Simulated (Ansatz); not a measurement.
Worked example: building the atomization energy of C3H4, singlet

Measured: the G2/97 heats of formation, with zero-point and thermal terms from B3LYP taken off, give an electronic atomization energy of 704.9 kcal/mol (Curtiss et al., J. Chem. Phys. 106, 1063 (1997); Staroverov et al., J. Chem. Phys. 119, 12129 (2003)). The calculation below tries to reproduce it.

Geometry (MP2(full)/6-31G*, from the G2/97 set):

```xyz
7

C     0.0000    0.0000    0.1552
C     0.0000    0.0000    1.3734
C     0.0000    0.0000   -1.3062
H     0.0000    0.0000    2.4391
H     0.0000    1.0211   -1.6959
H     0.8843   -0.5106   -1.6959
H    -0.8843   -0.5106   -1.6959
```

Atomization energies (atoms less molecule, kcal/mol) from Ansatz 0.2.0, frozen cores, restricted molecule, unrestricted atoms (their steps beyond CCSDT(Q) from restricted open-shell runs), sets cc-pVDZ, cc-pVTZ, cc-pVQZ:

| level | DZ | TZ | QZ |
| --- | --- | --- | --- |
| HF | 512.32 | 522.32 | 523.37 |
| CCSD(T) | 651.65 | 686.38 | 696.06 |
| CCSDT | 651.41 | 685.59 | – |
| CCSDT(Q) | 652.22 | 686.52 | – |
| CCSDTQ | 652.15 | – | – |

Problem. Extrapolate Hartree–Fock with exp(−5.46 √X) and the CCSD(T) correlation part with X⁻³ (X = 3, 4), add each higher step from the largest set that has it, and compare with the measured value.

Solution. Hartree–Fock: 523.37 + (523.37 − 522.32) × 0.301 = 523.69.
Correlation: TZ 164.06, QZ 172.69; (64 × 172.69 − 27 × 164.06) / 37 = 178.99.
Full triples (TZ): 685.59 − 686.38 = -0.79.
(Q) (TZ): 686.52 − 685.59 = 0.93.
Full quadruples (DZ): 652.15 − 652.22 = -0.07.
Sum: 702.8 kcal/mol, 2.1 below the measured 704.9.

The steps beyond CCSD(T) add 0.07 kcal/mol, while going from QZ to the limit adds 6.62. Core correlation, scalar relativity, spin–orbit terms and the relaxation from this MP2 geometry are missing from the sum, and the measured value has its own uncertainty.
